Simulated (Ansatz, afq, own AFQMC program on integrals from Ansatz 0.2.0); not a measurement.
# MgGeH$_{2}$, triplet: AFQMC among the cluster methods

```yaml
atoms:
  - { symbol: Ge, position_ang: [0.0000, -0.4188, 4.4200] }
  - { symbol: Mg, position_ang: [0.0000, -0.0850, -4.1054] }
  - { symbol: H, position_ang: [0.0000, 0.7163, 5.4841] }
  - { symbol: H, position_ang: [0.0000, -0.2125, -5.7987] }
```

Connectivity, by distances: GeH ··· MgH.

Basis cc-pVDZ. Noble-gas cores (and the filled d shells of Ga–Kr and In–Xe) are frozen. Ansatz 0.2.0 and our own AFQMC program on the same integrals; the CISD trial comes from CCSD amplitudes, and released means the phaseless constraint is let go. Uncertainties: one standard error, sampling alone. No spin–orbit coupling.

Determinant: ROHF, the one that the program's search chose, which needn't be the lowest solution. The geometry is a point of a scan.

No full CI on the walks' own integrals is used here; CCSDT(Q) serves as the reference and is uncertain by about the last step of the cluster series.

Cautions: no relativity below Rb; no spin-orbit coupling; inner d shell frozen; lower spins were not checked.

- T1 diagnostic: 0.0255
- weight of the determinant in the CISD state: 0.897
- size of the correlated space: 8 electrons in 36 orbitals

(1) Estimate: order these by the size of their error in total energy against CCSDT(Q), smallest first.
A. MP2
B. CCSD
C. phaseless AFQMC with a CISD trial
D. CCSD(T)

(1) C (0.07 ± 0.21 mEh), D (0.68 mEh), B (2.56 mEh), A (34.14 mEh).

Reference: CCSDT(Q), correlation energy -3.381 eV.

A walk keeps the symmetry of its determinant, which the program's search chose and which needn't be the lowest solution, so a lower state of the same spin and another symmetry isn't excluded.
